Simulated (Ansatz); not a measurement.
Worked example: NH3 + SiH2(NH2)(SiH3) → SiH4 + SiH2(NH2)2

Species: NH3 (ammonia) `N`, singlet; SiH2(NH2)(SiH3), singlet; SiH4 (silane) `[SiH4]`, singlet; SiH2(NH2)2, singlet. The partners trade NH2 for SiH3: H–NH2 and Si–SiH3 bonds give way to H–SiH3 and Si–NH2.

Shapes, held fixed at every level: PBE0-D4/def2-TZVP. Flexible molecules stand in one conformer, not always the lowest. Programs: Ansatz 0.2.0. Electronic energies: no zero-point or thermal term.

At CCSD(T)/CBS estimate; 1 Eh = 2625.50 kJ/mol:

```
        species  energy (Eh)
            NH3   -56.508800
SiH2(NH2)(SiH3)  -637.082973
           SiH4  -291.463062
     SiH2(NH2)2  -402.154620
```

**Question.** Work out ΔE of the reaction at this level.

**Answer.** 
1. Products less reactants: (-291.463062) + (-402.154620) − [(-56.508800) + (-637.082973)] = -0.025909 Eh = -68.0 kJ/mol.

Other levels give -85.8 (HF/def2-TZVPP) to -49.0 kJ/mol (PBE-D4/def2-TZVPP). No measured value is set beside it here. The CBS estimate extrapolates MP2 from def2-TZVPP and def2-QZVPP and adds CCSD(T) − MP2 in the triple-zeta set, cores frozen.
